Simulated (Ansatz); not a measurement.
Compare A (`C=CCC#N`) with its isomer B (`CC1=CC=N1`).

Isolated molecules relaxed with PBE0-D4/def2-TZVP in Ansatz; ΔE leaves out vibrations. CCSD(T)/CBS is the MP2 limit (def2-TZVPP, def2-QZVPP) plus CCSD(T) − MP2 in def2-TZVPP, frozen cores. DFT in def2-TZVPP. B3LYP here is the variant with VWN-RPA as its local correlation; programs differ in this. One conformer a species, not always the lowest.

Task: Which isomer does CCSD(T)/CBS put lower? Give the gap. (An estimate is asked.)

Result: The calculation gave: A, by 241.9 kJ/mol.

Task: Give E(B) − E(A) in kJ/mol with B3LYP, CCSD/def2-TZVPP, B3LYP-D4, ωB97M-V, HF/def2-TZVPP, PBE-D4, PBE0-D4. (An estimate is asked.)

Result: Computed: B3LYP 251.7, CCSD/def2-TZVPP 255.0, B3LYP-D4 252.1, ωB97M-V 243.4, HF/def2-TZVPP 287.7, PBE-D4 222.8, PBE0-D4 229.8. None reverses the order clearly.

Largest T1 diagnostic: 0.019.

In def2-TZVPP, CCSD(T) changes the Hartree–Fock value by −41.1 kJ/mol (the triples alone add −8.4 kJ/mol) and MP2 by −29.4 kJ/mol. From PBE to PBE0 (25 % exact exchange), in def2-TZVPP and without D4, E(B) − E(A) moves by +7.0 kJ/mol.
